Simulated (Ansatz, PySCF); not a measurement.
Molecule: acetylene, C2H2 (charge 0, singlet). SMILES: C#C
Geometry: optimised at B3LYP-D3(BJ)/def2-TZVP (Ansatz, an electronic-structure program).


Wanted: enthalpy of formation at 298 K (from the atomisation energy, B3LYP-D3(BJ)/def2-TZVP harmonic zero-point and thermal terms from PySCF, and the atoms' enthalpies of formation in the G2/97 table; no spin-orbit terms, and no core term in the frozen-core levels), in eV. Valence correlation only, unless marked. UHF or UKS for open shells. No spin-orbit coupling. No relativistic terms. The coupled-cluster limit lacks core correlation, which all-electron functionals hold. CBS(X,Y): correlation extrapolated as X^-3; Hartree-Fock from the larger set.

| level | program | enthalpy of formation at 298 K (eV) |
|---|---|---|
| HF/def2-TZVPPD | Ansatz | 7.21 |
| RI-MP2/cc-pVQZ | Ansatz | 2.19 |
| SCS-MP2/def2-TZVPP | Ansatz | 2.57 |
| SCS-MP2/aug-cc-pVQZ | Ansatz | 2.25 |

### Question
Estimate the value at CCSD(T)/CBS(aug-cc-pVTZ,aug-cc-pVQZ) as computed with Ansatz.

### Answer
2.46 eV, so SCS-MP2/aug-cc-pVQZ differs from it by -0.21 eV.
